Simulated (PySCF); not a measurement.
F₄Si, charge +1, multiplicity 2. Atoms are numbered in the order given.

```xyz
5

F      1.0058     0.0000     1.1357
Si     0.0000     0.0000    -0.2068
F      0.0000    -1.3460    -0.9749
F     -1.0058     0.0000     1.1357
F      0.0000     1.3460    -0.9749
```
Charge +1, spin multiplicity 2.

Geometry: ωB97X-D3(BJ)/def2-SVP. The spin state was assumed, not searched. The isomer is the one that the SMILES or the coordinates give; other isomers of the formula were not compared.

The numbers are results of r2SCAN/def2-TZVP run with PySCF, not measurements.

Computed frontier levels, dipole moment and polarisability:
| Property | Result |
|---|---|
| α spin, highest occupied and lowest empty level | -18.43 and -8.62 eV |
| β spin, highest occupied and lowest empty level | -18.40 and -17.08 eV |
| dipole moment about the centre of nuclear charge | 0.38 D |
| mean static polarisability | 24.8 bohr³ (3.67 Å³) |
| polarisability, principal values | 20.9, 22.0, 31.5 bohr³ |
| ⟨S²⟩ | 0.755 (pure state 0.75) |
